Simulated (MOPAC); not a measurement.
MOPAC input (PM7):

```
PM7 FORCE THERMO(298,298) PRECISE LET GEO-OK AUX(PRECISION=9) THREADS=1
C3H3N

C    -0.16156022 1   -1.62332415 1    0.00470433 1
C     0.58192594 1   -0.51386116 1   -0.00231676 1
C     0.00306301 1    0.78355339 1   -0.00182172 1
H    -1.24464167 1   -1.62296343 1    0.01121902 1
H     0.26112655 1   -2.62000923 1    0.00445530 1
H     1.67861762 1   -0.53576148 1   -0.00886457 1
N    -0.46056150 1    1.84444427 1   -0.00147139 1
```

From the last part of the output:

```
     N    7  21.341339

          HEAT OF FORMATION =      43.751400 KCALS/MOLE

          ZERO POINT ENERGY      30.502 KCAL/MOL

           NORMAL COORDINATE ANALYSIS (Total motion = 1 Angstrom)

   Root No.       1         2         3         4         5         6         7         8

                 1 A'      1 A"      2 A'      2 A"      3 A'      3 A"      4 A"      4 A'

                 255.9     375.8     620.8     699.8     957.3     972.5    1101.5    1160.8

           1   -0.0422   -0.0000   -0.0651    0.0000    0.0440    0.0000   -0.0000    0.0180
           2   -0.1005    0.0000   -0.0304   -0.0000    0.0825   -0.0000    0.0000   -0.0400
           3   -0.0000   -0.0246    0.0000    0.0059    0.0000    0.0066   -0.1012   -0.0000
           4   -0.0441    0.0000   -0.0559   -0.0000    0.0269   -0.0000    0.0000   -0.0035
           5    0.0757   -0.0000    0.0597    0.0000    0.0495    0.0000   -0.0000    0.1202
           6    0.0000    0.0164   -0.0000   -0.0795    0.0000   -0.0942    0.0402    0.0000
           7   -0.0465    0.0000    0.1809    0.0000   -0.0380    0.0000   -0.0000    0.0077
           8    0.0775   -0.0000   -0.0775   -0.0000   -0.0355   -0.0000    0.0000   -0.0524
           9    0.0000    0.1296   -0.0000    0.1068   -0.0000    0.0321   -0.0049   -0.0000
          10   -0.1749    0.0000   -0.2165   -0.0000   -0.2466    0.0000    0.0000    0.2069
          11   -0.1921   -0.0000   -0.1436    0.0000   -0.1466   -0.0000   -0.0000    0.1183
          12   -0.0000    0.2310    0.0000   -0.2952   -0.0000    0.2482    0.4016    0.0000
          13    0.0929   -0.0000    0.0841    0.0000    0.3785   -0.0000    0.0000   -0.1105
          14   -0.1916    0.0000   -0.1402   -0.0000   -0.1694    0.0000   -0.0000    0.0732
          15   -0.0000   -0.3171   -0.0000    0.4105   -0.0000   -0.0508    0.4083    0.0000
          16    0.0346   -0.0000   -0.1543   -0.0000   -0.0250    0.0000   -0.0000    0.2350
          17    0.1151    0.0000   -0.0220    0.0000    0.0078   -0.0000    0.0000    0.2481
          18    0.0000   -0.1976   -0.0000   -0.0704    0.0000    0.5611   -0.0426    0.0000
          19    0.1172   -0.0000   -0.0307   -0.0000   -0.0360   -0.0000    0.0000   -0.0429
          20   -0.0260    0.0000    0.0633    0.0000   -0.0605    0.0000   -0.0000   -0.0554
          21   -0.0000   -0.0838    0.0000   -0.0316   -0.0000   -0.0070    0.0013   -0.0000

   Root No.       9        10        11        12        13        14        15

                 5 A'      6 A'      7 A'      8 A'      9 A'     10 A'     11 A'

                1307.0    1383.1    1835.2    2447.8    2701.4    2744.6    2772.4

           1   -0.0332   -0.0423   -0.2545   -0.0024    0.0011   -0.0020   -0.0428
           2    0.0409    0.0081   -0.0034    0.0015   -0.0468   -0.0195   -0.0003
           3    0.0000    0.0000    0.0000    0.0000   -0.0000   -0.0000    0.0000
           4   -0.0119   -0.0320    0.2905   -0.0260   -0.0086    0.0283   -0.0022
           5   -0.0663   -0.0287    0.0421   -0.0611    0.0058   -0.0382    0.0026
           6   -0.0000   -0.0000   -0.0000    0.0000    0.0000    0.0000   -0.0000
           7    0.0195    0.0061   -0.0079    0.2235    0.0036   -0.0052    0.0004
           8   -0.0045    0.0027    0.0038    0.3494    0.0065   -0.0126    0.0006
           9   -0.0000   -0.0000    0.0000    0.0000    0.0000   -0.0000   -0.0000
          10   -0.2220    0.2945   -0.0728    0.0241   -0.2384   -0.0695    0.2539
          11   -0.0997    0.2337    0.1289   -0.0311    0.3093    0.0795   -0.3726
          12   -0.0000    0.0000    0.0000   -0.0000    0.0000   -0.0000   -0.0000
          13   -0.0389    0.3333   -0.0820   -0.0125    0.2243    0.1020    0.2515
          14    0.0279   -0.2466   -0.1109   -0.0316    0.2936    0.1394    0.3784
          15    0.0000   -0.0000   -0.0000    0.0000    0.0000    0.0000    0.0000
          16    0.4894    0.0863    0.0250   -0.1122    0.0894   -0.3399    0.0278
          17    0.2630    0.0551   -0.1223    0.0922   -0.1463    0.5348   -0.0387
          18    0.0000    0.0000   -0.0000    0.0000   -0.0000    0.0000   -0.0000
          19    0.0055    0.0071   -0.0147   -0.1601   -0.0022    0.0040   -0.0001
          20    0.0119    0.0123   -0.0289   -0.2507   -0.0033    0.0061   -0.0001
          21   -0.0000   -0.0000   -0.0000   -0.0000   -0.0000   -0.0000    0.0000

           MASS-WEIGHTED COORDINATE ANALYSIS (NORMAL COORDINATES)

   Root No.       1         2         3         4         5         6         7         8

                 1 A'      1 A"      2 A'      2 A"      3 A'      3 A"      4 A"      4 A'

                 255.9     375.8     620.8     699.8     957.3     972.5    1101.5    1160.8

           1   -0.1794   -0.0000   -0.2528    0.0000    0.2154    0.0000   -0.0000    0.0889
           2   -0.4276    0.0000   -0.1181   -0.0000    0.4034   -0.0000    0.0000   -0.1978
           3   -0.0000   -0.1198    0.0000    0.0292    0.0000    0.0321   -0.5087   -0.0000
           4   -0.1877    0.0000   -0.2172   -0.0000    0.1318   -0.0000    0.0000   -0.0171
           5    0.3223   -0.0000    0.2319    0.0000    0.2420    0.0000   -0.0000    0.5939
           6    0.0000    0.0801   -0.0000   -0.3937    0.0000   -0.4606    0.2020    0.0000
           7   -0.1978    0.0000    0.7025    0.0000   -0.1859    0.0000   -0.0000    0.0382
           8    0.3300   -0.0000   -0.3009   -0.0000   -0.1739   -0.0000    0.0000   -0.2591
           9    0.0000    0.6322   -0.0000    0.5286   -0.0000    0.1571   -0.0248   -0.0000
          10   -0.2156    0.0000   -0.2436   -0.0000   -0.3495    0.0000    0.0000    0.2961
          11   -0.2368   -0.0000   -0.1616    0.0000   -0.2077   -0.0000   -0.0000    0.1693
          12   -0.0000    0.3263    0.0000   -0.4234   -0.0000    0.3516    0.5850    0.0000
          13    0.1145   -0.0000    0.0946    0.0000    0.5364   -0.0000    0.0000   -0.1581
          14   -0.2362    0.0000   -0.1577   -0.0000   -0.2401    0.0000   -0.0000    0.1048
          15   -0.0000   -0.4480   -0.0000    0.5888   -0.0000   -0.0720    0.5948    0.0000
          16    0.0427   -0.0000   -0.1736   -0.0000   -0.0355    0.0000   -0.0000    0.3363
          17    0.1419    0.0000   -0.0248    0.0000    0.0110   -0.0000    0.0000    0.3551
          18    0.0000   -0.2791   -0.0000   -0.1010    0.0000    0.7950   -0.0620    0.0000
          19    0.5388   -0.0000   -0.1288   -0.0000   -0.1899   -0.0000    0.0000   -0.2291
          20   -0.1193    0.0000    0.2655    0.0000   -0.3194    0.0000   -0.0000   -0.2956
          21   -0.0000   -0.4411    0.0000   -0.1692   -0.0000   -0.0370    0.0072   -0.0000

   Root No.       9        10        11        12        13        14        15

                 5 A'      6 A'      7 A'      8 A'      9 A'     10 A'     11 A'

                1307.0    1383.1    1835.2    2447.8    2701.4    2744.6    2772.4

           1   -0.1681   -0.2398   -0.6424   -0.0046    0.0064   -0.0102   -0.2242
           2    0.2074    0.0458   -0.0087    0.0029   -0.2741   -0.0974   -0.0014
           3    0.0000    0.0000    0.0000    0.0000   -0.0000   -0.0000    0.0000
           4   -0.0604   -0.1815    0.7331   -0.0489   -0.0502    0.1414   -0.0114
           5   -0.3357   -0.1627    0.1062   -0.1151    0.0340   -0.1912    0.0138
           6   -0.0000   -0.0000   -0.0000    0.0000    0.0000    0.0000   -0.0000
           7    0.0990    0.0347   -0.0199    0.4211    0.0214   -0.0259    0.0019
           8   -0.0229    0.0155    0.0097    0.6585    0.0384   -0.0630    0.0029
           9   -0.0000   -0.0000    0.0000    0.0000    0.0000   -0.0000   -0.0000
          10   -0.3257    0.4833   -0.0532    0.0132   -0.4049   -0.1006    0.3855
          11   -0.1463    0.3835    0.0943   -0.0170    0.5253    0.1151   -0.5655
          12   -0.0000    0.0000    0.0000   -0.0000    0.0000   -0.0000   -0.0000
          13   -0.0571    0.5470   -0.0600   -0.0068    0.3810    0.1476    0.3818
          14    0.0409   -0.4047   -0.0811   -0.0172    0.4987    0.2018    0.5744
          15    0.0000   -0.0000   -0.0000    0.0000    0.0000    0.0000    0.0000
          16    0.7181    0.1416    0.0183   -0.0613    0.1519   -0.4921    0.0422
          17    0.3859    0.0905   -0.0894    0.0503   -0.2485    0.7743   -0.0588
          18    0.0000    0.0000   -0.0000    0.0000   -0.0000    0.0000   -0.0000
          19    0.0301    0.0437   -0.0401   -0.3257   -0.0136    0.0218   -0.0008
          20    0.0649    0.0753   -0.0789   -0.5101   -0.0212    0.0328   -0.0008
          21   -0.0000   -0.0000   -0.0000   -0.0000   -0.0000   -0.0000    0.0000

          DESCRIPTION OF VIBRATIONS

 VIBRATION          1    1A'         ATOM PAIR     ENERGY CONTRIBUTION    RADIAL
 FREQUENCY           255.93         C 1 -- C 2         +27.6% (233.4%)      0.0%
 TRANSITION DIPOLE   0.2207         C 1 -- H 4         +19.3% (194.9%)     84.6%
 TRAVEL (Ang.)       0.3338         C 2 -- C 3         +18.5% (191.2%)      0.8%
 REDUCED MASS        2.3652         C 1 -- H 5         +14.5% (168.9%)     83.8%
 EFFECTIVE MASS     37.7877         C 2 -- H 6         +11.5% (150.3%)     89.1%
 FORCE CONSTANT      0.0913

 VIBRATION          2    1A"         ATOM PAIR     ENERGY CONTRIBUTION    RADIAL
 FREQUENCY           375.77         C 3 -- N 7         +29.8% (101.2%)      0.0%
 TRANSITION DIPOLE   0.0448         C 1 -- H 4         +20.7% ( 84.4%)      0.0%
 TRAVEL (Ang.)       0.2674         C 1 -- H 5         +19.3% ( 81.4%)      0.0%
 REDUCED MASS        2.5095         C 2 -- C 3         +14.8% ( 71.3%)      0.0%
 EFFECTIVE MASS     10.0763         C 2 -- H 6         +13.5% ( 68.2%)      0.0%
 FORCE CONSTANT      0.2088

 VIBRATION          3    2A'         ATOM PAIR     ENERGY CONTRIBUTION    RADIAL
 FREQUENCY           620.81         C 2 -- C 3         +32.8% (105.6%)      0.1%
 TRANSITION DIPOLE   0.3437         C 3 -- N 7         +17.0% ( 76.1%)      0.1%
 TRAVEL (Ang.)       0.1570         C 1 -- H 4         +15.9% ( 73.5%)     86.0%
 REDUCED MASS        4.4084         C 1 -- H 5         +12.4% ( 65.0%)     20.2%
 EFFECTIVE MASS     12.6881         C 2 -- H 6         +11.3% ( 61.9%)     84.7%
 FORCE CONSTANT      1.0010         C 1 -- C 2         +10.5% ( 59.8%)      1.0%

 VIBRATION          4    2A"         ATOM PAIR     ENERGY CONTRIBUTION    RADIAL
 FREQUENCY           699.82         C 1 -- H 5         +30.8% ( 65.1%)      0.0%
```
